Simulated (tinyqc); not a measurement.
Worked calculation (part 1 of 2): ROHF in the sto-3g basis, for NH, spin multiplicity 3. Computed by tinyqc, a small Python program that keeps every step (integrals from PySCF). Settings: charge = 0, multiplicity = 3, basis = sto-3g, energy threshold = 1e-08, iteration cap = 86, orthogonalisation = symmetric, start = random, DIIS depth = 6, method = ROHF. Command: `OMP_NUM_THREADS=1 python tinyqc.py 26296 26297 out.jsonl` (the two numbers bound the seeds that draw the settings). One thread of a shared host (Intel(R) Xeon(R) Processor @ 2.60GHz), about 0.06 s of CPU time with the checks. Later iterations appear only in the table of the cycle.

## One-electron integrals

Geometry (angstrom):
```
atom       x       y       z
N     0.0000  0.0000  0.0000
H     0.0000  0.0000  1.6100
```

Basis sto-3g: exponents (1/bohr^2) and contraction coefficients of normalised primitives:
```
element  l (shell)  exponent  coefficient
N            s (1)   99.1062       0.1543
N            s (1)   18.0523       0.5353
N            s (1)    4.8857       0.4446
N            s (2)    3.7805      -0.1000
N            s (2)    0.8785       0.3995
N            s (2)    0.2857       0.7001
N            p (3)    3.7805       0.1559
N            p (3)    0.8785       0.6077
N            p (3)    0.2857       0.3920
H            s (1)    3.4253       0.1543
H            s (1)    0.6239       0.5353
H            s (1)    0.1689       0.4446
```

Overlap, kinetic and nuclear-attraction integrals over the contracted functions; the nuclear repulsion is the sum of Za Zb / Rab.

nuclear repulsion = 2.300770 hartree

overlap S:
```
         1N 1s   1N 2s  1N 2px  1N 2py  1N 2pz   2H 1s
1N 1s   1.0000  0.2350  0.0000  0.0000  0.0000  0.0150
1N 2s   0.2350  1.0000  0.0000  0.0000  0.0000  0.2037
1N 2px  0.0000  0.0000  1.0000  0.0000  0.0000  0.0000
1N 2py  0.0000  0.0000  0.0000  1.0000  0.0000  0.0000
1N 2pz  0.0000  0.0000  0.0000  0.0000  1.0000  0.2203
2H 1s   0.0150  0.2037  0.0000  0.0000  0.2203  1.0000
```

kinetic energy T (hartree):
```
          1N 1s    1N 2s  1N 2px  1N 2py  1N 2pz    2H 1s
1N 1s   21.9908  -0.1284  0.0000  0.0000  0.0000  -0.0042
1N 2s   -0.1284   0.6070  0.0000  0.0000  0.0000  -0.0042
1N 2px   0.0000   0.0000  1.8994  0.0000  0.0000   0.0000
1N 2py   0.0000   0.0000  0.0000  1.8994  0.0000   0.0000
1N 2pz   0.0000   0.0000  0.0000  0.0000  1.8994   0.0369
2H 1s   -0.0042  -0.0042  0.0000  0.0000  0.0369   0.7600
```

nuclear attraction V (hartree):
```
           1N 1s    1N 2s   1N 2px   1N 2py   1N 2pz    2H 1s
1N 1s   -46.5146  -5.5102   0.0000   0.0000  -0.0063  -0.3580
1N 2s    -5.5102  -7.1929   0.0000   0.0000  -0.0795  -1.0283
1N 2px    0.0000   0.0000  -7.1241   0.0000   0.0000   0.0000
1N 2py    0.0000   0.0000   0.0000  -7.1241   0.0000   0.0000
1N 2pz   -0.0063  -0.0795   0.0000   0.0000  -7.1653  -0.9807
2H 1s    -0.3580  -1.0283   0.0000   0.0000  -0.9807  -3.5216
```

core Hamiltonian H = T + V (hartree):
```
           1N 1s    1N 2s   1N 2px   1N 2py   1N 2pz    2H 1s
1N 1s   -24.5239  -5.6386   0.0000   0.0000  -0.0063  -0.3622
1N 2s    -5.6386  -6.5859   0.0000   0.0000  -0.0795  -1.0325
1N 2px    0.0000   0.0000  -5.2247   0.0000   0.0000   0.0000
1N 2py    0.0000   0.0000   0.0000  -5.2247   0.0000   0.0000
1N 2pz   -0.0063  -0.0795   0.0000   0.0000  -5.2660  -0.9437
2H 1s    -0.3622  -1.0325   0.0000   0.0000  -0.9437  -2.7616
```

## Two-electron integrals

Functions are numbered as in S; the eight-fold symmetry (ij|kl) = (ji|kl) = (kl|ij) leaves the list below.

Two-electron integrals (ij|kl) in chemists' order, unique and non-zero (hartree):
```
(11|11) 4.1666     (21|11) 0.6408     (21|21) 0.1175     (22|11) 0.9699
(22|21) 0.2209     (22|22) 0.7082     (31|31) 0.0210     (32|31) 0.0325
(32|32) 0.1564     (33|11) 0.9671     (33|21) 0.2210     (33|22) 0.7081
(33|33) 0.7628     (41|41) 0.0210     (42|41) 0.0325     (42|42) 0.1564
(43|43) 0.0411     (44|11) 0.9671     (44|21) 0.2210     (44|22) 0.7081
(44|33) 0.6806     (44|44) 0.7628     (51|51) 0.0210     (52|51) 0.0325
(52|52) 0.1564     (53|53) 0.0411     (54|54) 0.0411     (55|11) 0.9671
(55|21) 0.2210     (55|22) 0.7081     (55|33) 0.6806     (55|44) 0.6806
(55|55) 0.7628     (61|11) 0.0412     (61|21) 0.0075     (61|22) 0.0140
(61|33) 0.0140     (61|44) 0.0140     (61|51) 3.60e-04   (61|52) 0.0007
(61|55) 0.0141     (61|61) 4.85e-04   (62|11) 0.1287     (62|21) 0.0298
(62|22) 0.1096     (62|33) 0.1073     (62|44) 0.1073     (62|51) 0.0024
(62|52) 0.0208     (62|55) 0.1142     (62|61) 0.0020     (62|62) 0.0246
(63|31) 0.0027     (63|32) 0.0166     (63|53) 0.0039     (63|63) 0.0028
(64|41) 0.0027     (64|42) 0.0166     (64|54) 0.0039     (64|64) 0.0028
(65|11) 0.1160     (65|21) 0.0272     (65|22) 0.1064     (65|33) 0.1017
(65|44) 0.1017     (65|51) 0.0044     (65|52) 0.0343     (65|55) 0.1155
(65|61) 0.0018     (65|62) 0.0286     (65|65) 0.0356     (66|11) 0.3278
(66|21) 0.0770     (66|22) 0.3249     (66|33) 0.3133     (66|44) 0.3133
(66|51) 0.0061     (66|52) 0.0744     (66|55) 0.3478     (66|61) 0.0050
(66|62) 0.1038     (66|65) 0.1356     (66|66) 0.7746
```

## Orthogonalisation

S = U s U^T; symmetric (Loewdin) form X = U s^(-1/2) U^T, so that X^T S X = 1.

eigenvalues of S: 0.6554  0.8455  1.0000  1.0000  1.1405  1.3587

X:
```
          1N 1s    1N 2s  1N 2px  1N 2py   1N 2pz    2H 1s
1N 1s    1.0219  -0.1240  0.0000  0.0000  -0.0023   0.0118
1N 2s   -0.1240   1.0392  0.0000  0.0000   0.0185  -0.1106
1N 2px   0.0000   0.0000  1.0000  0.0000   0.0000   0.0000
1N 2py   0.0000   0.0000  0.0000  1.0000   0.0000   0.0000
1N 2pz  -0.0023   0.0185  0.0000  0.0000   1.0195  -0.1169
2H 1s    0.0118  -0.1106  0.0000  0.0000  -0.1169   1.0365
```

## Starting guess

The start is random orthonormal orbitals; D(s) = C_occ C_occ^T for each spin.

D(alpha) at the start:
```
          1N 1s    1N 2s   1N 2px   1N 2py   1N 2pz    2H 1s
1N 1s    0.9818  -0.4027  -0.0006  -0.1433  -0.1596   0.0245
1N 2s   -0.4027   0.8356  -0.0011  -0.2676  -0.2310  -0.2590
1N 2px  -0.0006  -0.0011   1.0000  -0.0011  -0.0011  -0.0001
1N 2py  -0.1433  -0.2676  -0.0011   0.7370  -0.2775  -0.0255
1N 2pz  -0.1596  -0.2310  -0.0011  -0.2775   0.7605  -0.2694
2H 1s    0.0245  -0.2590  -0.0001  -0.0255  -0.2694   1.0979
```

D(beta) at the start:
```
          1N 1s    1N 2s   1N 2px   1N 2py   1N 2pz    2H 1s
1N 1s    0.6147  -0.6287   0.0549   0.0045   0.1212   0.2105
1N 2s   -0.6287   0.6923  -0.0227  -0.1724  -0.0735  -0.1124
1N 2px   0.0549  -0.0227   0.2401   0.0326  -0.2511   0.4040
1N 2py   0.0045  -0.1724   0.0326   0.6733  -0.3751  -0.1326
1N 2pz   0.1212  -0.0735  -0.2511  -0.3751   0.4885  -0.2923
2H 1s    0.2105  -0.1124   0.4040  -0.1326  -0.2923   0.7550
```

## Iteration 1: building the Fock matrix

J_ij = sum D_kl (ij|kl) with D = D(alpha) + D(beta), K_ij = sum D_kl (ik|jl) for each spin; F = H + J - K(s); E = tr D H + tr D J / 2 - 0.5 sum_s tr D(s) K(s) + E_nn.

Coulomb J (hartree):
```
          1N 1s    1N 2s   1N 2px   1N 2py   1N 2pz    2H 1s
1N 1s   10.9838   2.0736   0.0029  -0.0352  -0.0167   0.1321
1N 2s    2.0736   5.3435   0.0095  -0.1519  -0.0137   0.8685
1N 2px   0.0029   0.0095   5.3189   0.0026  -0.0176  -0.0002
1N 2py  -0.0352  -0.1519   0.0026   5.3329  -0.0549  -0.0213
1N 2pz  -0.0167  -0.0137  -0.0176  -0.0549   5.3630   0.8752
2H 1s    0.1321   0.8685  -0.0002  -0.0213   0.8752   3.2880
```

exchange K(alpha) (hartree):
```
          1N 1s    1N 2s   1N 2px   1N 2py   1N 2pz    2H 1s
1N 1s    3.7236   0.4503  -0.0009  -0.2098  -0.2236  -0.0160
1N 2s    0.4503   0.8804  -0.0011  -0.2708  -0.2810   0.1000
1N 2px  -0.0009  -0.0011   0.9420  -0.0008  -0.0008  -0.0003
1N 2py  -0.2098  -0.2708  -0.0008   0.7522  -0.2030  -0.0729
1N 2pz  -0.2236  -0.2810  -0.0008  -0.2030   0.7360   0.0929
2H 1s   -0.0160   0.1000  -0.0003  -0.0729   0.0929   0.7614
```

exchange K(beta) (hartree):
```
          1N 1s    1N 2s   1N 2px   1N 2py   1N 2pz    2H 1s
1N 1s    1.8818  -0.0670   0.0552  -0.0414   0.1184   0.0385
1N 2s   -0.0670   0.4983   0.0443  -0.1643  -0.0627   0.1045
1N 2px   0.0552   0.0443   0.3085   0.0235  -0.1385   0.0993
1N 2py  -0.0414  -0.1643   0.0235   0.6212  -0.2847  -0.1028
1N 2pz   0.1184  -0.0627  -0.1385  -0.2847   0.4440   0.0444
2H 1s    0.0385   0.1045   0.0993  -0.1028   0.0444   0.5154
```

F(alpha) (hartree):
```
           1N 1s    1N 2s   1N 2px   1N 2py   1N 2pz    2H 1s
1N 1s   -17.2637  -4.0153   0.0037   0.1746   0.2007  -0.2142
1N 2s    -4.0153  -2.1228   0.0106   0.1189   0.1878  -0.2641
1N 2px    0.0037   0.0106  -0.8479   0.0034  -0.0168   0.0001
1N 2py    0.1746   0.1189   0.0034  -0.6441   0.1481   0.0516
1N 2pz    0.2007   0.1878  -0.0168   0.1481  -0.6390  -0.1615
2H 1s    -0.2142  -0.2641   0.0001   0.0516  -0.1615  -0.2351
```

F(beta) (hartree):
```
           1N 1s    1N 2s   1N 2px   1N 2py   1N 2pz    2H 1s
1N 1s   -15.4219  -3.4980  -0.0523   0.0062  -0.1414  -0.2687
1N 2s    -3.4980  -1.7407  -0.0348   0.0124  -0.0305  -0.2685
1N 2px   -0.0523  -0.0348  -0.2144  -0.0209   0.1209  -0.0995
1N 2py    0.0062   0.0124  -0.0209  -0.5130   0.2298   0.0815
1N 2pz   -0.1414  -0.0305   0.1209   0.2298  -0.3470  -0.1129
2H 1s    -0.2687  -0.2685  -0.0995   0.0815  -0.1129   0.0110
```

total energy of this density = -40.857312 hartree

## Iteration 1: Roothaan effective Fock matrix

With projectors Pc = D(beta) S, Po = (D(alpha) - D(beta)) S, Pv = 1 - D(alpha) S, the block xy is Px^T F Py; with Fc = (F(alpha) + F(beta))/2, the blocks are Fc for cc, oo, vv and cv, F(beta) for co and F(alpha) for ov.

effective F (hartree):
```
           1N 1s    1N 2s   1N 2px   1N 2py   1N 2pz    2H 1s
1N 1s   -16.1863  -3.8821   0.0019  -0.0192  -0.0555  -0.2470
1N 2s    -3.8821  -2.1646   0.0368   0.0747   0.1991  -0.1648
1N 2px    0.0019   0.0368  -0.5128  -0.0206   0.0275  -0.0531
1N 2py   -0.0192   0.0747  -0.0206  -0.5193   0.2597   0.0966
1N 2pz   -0.0555   0.1991   0.0275   0.2597  -0.4553  -0.1448
2H 1s    -0.2470  -0.1648  -0.0531   0.0966  -0.1448  -0.1661
```

## Iteration 1: diagonalisation and new density

Diagonalise F' = X^T F X, C = X C', fill 5 alpha and 3 beta electrons from the bottom; D(s) = C_occ C_occ^T. Each column has its largest component positive (the first on a tie).

F' = X^T F X (hartree):
```
          1        2        3        4        5        6
1  -15.9578  -1.8304  -0.0034  -0.0284  -0.0874  -0.0134
2   -1.8304  -1.5486   0.0444   0.0741   0.2126   0.0140
3   -0.0034   0.0444  -0.5128  -0.0206   0.0349  -0.0623
4   -0.0284   0.0741  -0.0206  -0.5193   0.2549   0.0612
5   -0.0874   0.2126   0.0349   0.2549  -0.4332  -0.1055
6   -0.0134   0.0140  -0.0623   0.0612  -0.1055  -0.1311
```

orbital energies (hartree): MO1 -16.1870, MO2 -1.3752, MO3 -0.7484, MO4 -0.5187, MO5 -0.1938, MO6 -0.0796

coefficients C:
```
            MO1      MO2      MO3      MO4      MO5      MO6
1N 1s    0.9986  -0.2418   0.0318  -0.0110  -0.0437   0.0318
1N 2s    0.0058   1.0171  -0.1223   0.0355   0.1494  -0.1862
1N 2px  -0.0001  -0.0438   0.1360   0.9760  -0.0247  -0.1625
1N 2py   0.0011  -0.0190   0.7628  -0.1123   0.6239  -0.1259
1N 2pz   0.0038  -0.2082  -0.5938   0.0004   0.6126  -0.5311
2H 1s   -0.0016  -0.1154  -0.0833   0.1763   0.3259   0.9709
```

D(alpha) after iteration 1:
```
          1N 1s    1N 2s   1N 2px   1N 2py   1N 2pz    2H 1s
1N 1s    1.0588  -0.2510   0.0052   0.0040   0.0085   0.0074
1N 2s   -0.2510   1.0732  -0.0303  -0.0234  -0.0476  -0.0523
1N 2px   0.0052  -0.0303   0.9736  -0.0205  -0.0863   0.1578
1N 2py   0.0040  -0.0234  -0.0205   0.9842  -0.0669   0.1222
1N 2pz   0.0085  -0.0476  -0.0863  -0.0669   0.7713   0.2733
2H 1s    0.0074  -0.0523   0.1578   0.1222   0.2733   0.1576
```

D(beta) after iteration 1:
```
          1N 1s    1N 2s   1N 2px   1N 2py   1N 2pz    2H 1s
1N 1s    1.0568  -0.2441   0.0148   0.0300   0.0352   0.0236
1N 2s   -0.2441   1.0496  -0.0612  -0.1127  -0.1391  -0.1072
1N 2px   0.0148  -0.0612   0.0204   0.1046  -0.0716  -0.0063
1N 2py   0.0300  -0.1127   0.1046   0.5823  -0.4490  -0.0613
1N 2pz   0.0352  -0.1391  -0.0716  -0.4490   0.3960   0.0735
2H 1s    0.0236  -0.1072  -0.0063  -0.0613   0.0735   0.0203
```

## Iteration 2: building the Fock matrix

As before.

Coulomb J (hartree):
```
          1N 1s    1N 2s   1N 2px   1N 2py   1N 2pz    2H 1s
1N 1s   13.9445   2.5557  -0.0043  -0.0071  -0.0069   0.1632
1N 2s    2.5557   6.0735  -0.0223  -0.0384  -0.0251   0.9066
1N 2px  -0.0043  -0.0223   6.0420   0.0069  -0.0118  -0.0033
1N 2py  -0.0071  -0.0384   0.0069   6.0890  -0.0419  -0.0080
1N 2pz  -0.0069  -0.0251  -0.0118  -0.0419   6.0697   0.8671
2H 1s    0.1632   0.9066  -0.0033  -0.0080   0.8671   2.6868
```

exchange K(alpha) (hartree):
```
         1N 1s    1N 2s   1N 2px   1N 2py   1N 2pz   2H 1s
1N 1s   4.2733   0.7312   0.0001   0.0001   0.0011  0.0509
1N 2s   0.7312   1.2047  -0.0053  -0.0041  -0.0003  0.1946
1N 2px  0.0001  -0.0053   0.9895  -0.0148  -0.0456  0.0371
1N 2py  0.0001  -0.0041  -0.0148   0.9971  -0.0353  0.0287
1N 2pz  0.0011  -0.0003  -0.0456  -0.0353   0.9079  0.2326
2H 1s   0.0509   0.1946   0.0371   0.0287   0.2326  0.2416
```

exchange K(beta) (hartree):
```
          1N 1s    1N 2s   1N 2px   1N 2py   1N 2pz    2H 1s
1N 1s    4.2350   0.6749  -0.0010   0.0001   0.0007   0.0449
1N 2s    0.6749   0.8973  -0.0500  -0.0974  -0.1128   0.0932
1N 2px  -0.0010  -0.0500   0.2235   0.0755  -0.0524  -0.0169
1N 2py   0.0001  -0.0974   0.0755   0.6290  -0.3305  -0.0803
1N 2pz   0.0007  -0.1128  -0.0524  -0.3305   0.5079   0.0696
2H 1s    0.0449   0.0932  -0.0169  -0.0803   0.0696   0.0469
```

F(alpha) (hartree):
```
           1N 1s    1N 2s   1N 2px   1N 2py   1N 2pz    2H 1s
1N 1s   -14.8527  -3.8141  -0.0044  -0.0071  -0.0142  -0.2500
1N 2s    -3.8141  -1.7171  -0.0170  -0.0342  -0.1044  -0.3205
1N 2px   -0.0044  -0.0170  -0.1723   0.0217   0.0338  -0.0404
1N 2py   -0.0071  -0.0342   0.0217  -0.1328  -0.0066  -0.0368
1N 2pz   -0.0142  -0.1044   0.0338  -0.0066  -0.1041  -0.3092
2H 1s    -0.2500  -0.3205  -0.0404  -0.0368  -0.3092  -0.3164
```

F(beta) (hartree):
```
           1N 1s    1N 2s   1N 2px   1N 2py   1N 2pz    2H 1s
1N 1s   -14.8143  -3.7579  -0.0033  -0.0072  -0.0138  -0.2439
1N 2s    -3.7579  -1.4097   0.0277   0.0590   0.0081  -0.2191
1N 2px   -0.0033   0.0277   0.5937  -0.0686   0.0406   0.0136
1N 2py   -0.0072   0.0590  -0.0686   0.2353   0.2886   0.0723
1N 2pz   -0.0138   0.0081   0.0406   0.2886   0.2958  -0.1463
2H 1s    -0.2439  -0.2191   0.0136   0.0723  -0.1463  -0.1218
```

total energy of this density = -53.790516 hartree

## Iteration 2: Roothaan effective Fock matrix

As before.

effective F (hartree):
```
           1N 1s    1N 2s   1N 2px   1N 2py   1N 2pz    2H 1s
1N 1s   -14.8335  -3.7847  -0.0021  -0.0036  -0.0097  -0.2438
1N 2s    -3.7847  -1.5486   0.0115   0.0304  -0.0319  -0.2408
1N 2px   -0.0021   0.0115   0.2032  -0.0306   0.0190  -0.0007
1N 2py   -0.0036   0.0304  -0.0306   0.0441   0.1211   0.0422
1N 2pz   -0.0097  -0.0319   0.0190   0.1211   0.0574  -0.2098
2H 1s    -0.2438  -0.2408  -0.0007   0.0422  -0.2098  -0.1646
```

## Iteration 2: DIIS over 2 matrices

error matrix X^T (FDS - SDF) X:
```
         1        2        3        4        5        6
1   0.0000   0.0024   0.0123  -0.0091  -0.0055  -0.0138
2  -0.0024   0.0000   0.0355   0.0850   0.0812   0.1309
3  -0.0123  -0.0355   0.0000   0.0000   0.0187   0.0092
4   0.0091  -0.0850   0.0000   0.0000  -0.0003  -0.1028
5   0.0055  -0.0812  -0.0187   0.0003   0.0000   0.2953
6   0.0138  -0.1309  -0.0092   0.1028  -0.2953   0.0000
```

B (overlaps of the stored error matrices):
```
               1              2
1  2.2423288e+02  1.2111450e-01
2  1.2111450e-01  2.6172130e-01
```

Minimise |sum c_i e_i|^2 with sum c_i = 1: solve [B -1; -1 0][c; lambda] = [0; -1] with B_ij = tr e_i^T e_j, and take F = sum c_i F_i.

DIIS coefficients: 0.0006  0.9994

extrapolated F (hartree):
```
           1N 1s    1N 2s   1N 2px   1N 2py   1N 2pz    2H 1s
1N 1s   -14.8344  -3.7848  -0.0021  -0.0036  -0.0097  -0.2438
1N 2s    -3.7848  -1.5490   0.0115   0.0304  -0.0317  -0.2407
1N 2px   -0.0021   0.0115   0.2028  -0.0306   0.0190  -0.0008
1N 2py   -0.0036   0.0304  -0.0306   0.0438   0.1212   0.0423
1N 2pz   -0.0097  -0.0317   0.0190   0.1212   0.0571  -0.2097
2H 1s    -0.2438  -0.2407  -0.0008   0.0423  -0.2097  -0.1646
```

## Iteration 2: diagonalisation and new density

As before.

F' = X^T F X (hartree):
```
          1        2        3        4        5        6
1  -14.5613  -1.9766  -0.0036  -0.0072  -0.0169   0.0050
2   -1.9766  -0.8792   0.0127   0.0296   0.0006  -0.1135
3   -0.0036   0.0127   0.2028  -0.0306   0.0196  -0.0043
4   -0.0072   0.0296  -0.0306   0.0438   0.1192   0.0262
5   -0.0169   0.0006   0.0196   0.1192   0.1066  -0.2129
6    0.0050  -0.1135  -0.0043   0.0262  -0.2129  -0.0880
```

orbital energies (hartree): MO1 -14.8411, MO2 -0.6290, MO3 -0.2283, MO4 0.0315, MO5 0.2087, MO6 0.2828

coefficients C:
```
            MO1      MO2      MO3      MO4      MO5      MO6
1N 1s    0.9944  -0.2548   0.0705   0.0150  -0.0024  -0.0280
1N 2s    0.0228   0.9868  -0.3228  -0.0907   0.0095   0.1449
1N 2px   0.0001  -0.0182  -0.0324   0.1832   0.9770   0.1022
1N 2py   0.0002  -0.0669  -0.2968   0.8619  -0.2091   0.3476
1N 2pz   0.0013   0.0675   0.4927  -0.1882  -0.0389   0.8770
2H 1s   -0.0031   0.1271   0.7122   0.4885  -0.0047  -0.5816
```

D(alpha) after iteration 2:
```
          1N 1s    1N 2s   1N 2px   1N 2py   1N 2pz    2H 1s
1N 1s    1.0590  -0.2528   0.0029   0.0097   0.0161   0.0220
1N 2s   -0.2528   1.0869  -0.0148  -0.0504  -0.0757  -0.1488
1N 2px   0.0029  -0.0148   0.9895  -0.0355  -0.0897   0.0595
1N 2py   0.0097  -0.0504  -0.0355   0.8792  -0.3048   0.2022
1N 2pz   0.0161  -0.0757  -0.0897  -0.3048   0.2842   0.2677
2H 1s    0.0220  -0.1488   0.0595   0.2022   0.2677   0.7620
```

D(beta) after iteration 2:
```
          1N 1s    1N 2s   1N 2px   1N 2py   1N 2pz    2H 1s
1N 1s    1.0588  -0.2515   0.0025  -0.0037   0.0189   0.0147
1N 2s   -0.2515   1.0786  -0.0075   0.0298  -0.0924  -0.1045
1N 2px   0.0025  -0.0075   0.0014   0.0108  -0.0172  -0.0254
1N 2py  -0.0037   0.0298   0.0108   0.0926  -0.1507  -0.2199
1N 2pz   0.0189  -0.0924  -0.0172  -0.1507   0.2473   0.3594
2H 1s    0.0147  -0.1045  -0.0254  -0.2199   0.3594   0.5234
```

## Iteration 3: building the Fock matrix

As before.

Coulomb J (hartree):
```
          1N 1s    1N 2s   1N 2px   1N 2py   1N 2pz    2H 1s
1N 1s   13.1948   2.3868  -0.0010  -0.0012   0.0028   0.1527
1N 2s    2.3868   5.6274  -0.0055  -0.0066   0.0778   0.9014
1N 2px  -0.0010  -0.0055   5.6145  -0.0020  -0.0085  -0.0014
1N 2py  -0.0012  -0.0066  -0.0020   5.6129  -0.0376  -0.0043
1N 2pz   0.0028   0.0778  -0.0085  -0.0376   5.6349   0.9031
2H 1s    0.1527   0.9014  -0.0014  -0.0043   0.9031   3.2087
```

exchange K(alpha) (hartree):
```
         1N 1s    1N 2s   1N 2px   1N 2py   1N 2pz   2H 1s
1N 1s   4.2614   0.7125   0.0001   0.0002   0.0015  0.0489
1N 2s   0.7125   1.1178  -0.0047  -0.0160  -0.0180  0.2040
1N 2px  0.0001  -0.0047   0.9779  -0.0256  -0.0584  0.0075
1N 2py  0.0002  -0.0160  -0.0256   0.8982  -0.1986  0.0256
1N 2pz  0.0015  -0.0180  -0.0584  -0.1986   0.5484  0.2422
2H 1s   0.0489   0.2040   0.0075   0.0256   0.2422  0.6695
```

exchange K(beta) (hartree):
```
         1N 1s    1N 2s   1N 2px   1N 2py   1N 2pz    2H 1s
1N 1s   4.2233   0.6540   0.0001   0.0002   0.0016   0.0444
1N 2s   0.6540   0.8363  -0.0090  -0.0024  -0.0196   0.1700
1N 2px  0.0001  -0.0090   0.1905   0.0078  -0.0151  -0.0107
1N 2py  0.0002  -0.0024   0.0078   0.2563  -0.1320  -0.0818
1N 2pz  0.0016  -0.0196  -0.0151  -0.1320   0.4618   0.2357
2H 1s   0.0444   0.1700  -0.0107  -0.0818   0.2357   0.5112
```

F(alpha) (hartree):
```
           1N 1s    1N 2s   1N 2px   1N 2py   1N 2pz    2H 1s
1N 1s   -15.5905  -3.9643  -0.0011  -0.0014  -0.0050  -0.2585
1N 2s    -3.9643  -2.0763  -0.0008   0.0094   0.0164  -0.3351
1N 2px   -0.0011  -0.0008  -0.5881   0.0236   0.0499  -0.0089
1N 2py   -0.0014   0.0094   0.0236  -0.5100   0.1610  -0.0299
1N 2pz   -0.0050   0.0164   0.0499   0.1610  -0.1795  -0.2828
2H 1s    -0.2585  -0.3351  -0.0089  -0.0299  -0.2828  -0.2224
```

F(beta) (hartree):
```
           1N 1s    1N 2s   1N 2px   1N 2py   1N 2pz    2H 1s
1N 1s   -15.5524  -3.9058  -0.0012  -0.0014  -0.0051  -0.2540
1N 2s    -3.9058  -1.7948   0.0035  -0.0042   0.0179  -0.3011
1N 2px   -0.0012   0.0035   0.1993  -0.0099   0.0066   0.0094
1N 2py   -0.0014  -0.0042  -0.0099   0.1319   0.0944   0.0775
1N 2pz   -0.0051   0.0179   0.0066   0.0944  -0.0928  -0.2764
2H 1s    -0.2540  -0.3011   0.0094   0.0775  -0.2764  -0.0642
```

total energy of this density = -54.034148 hartree
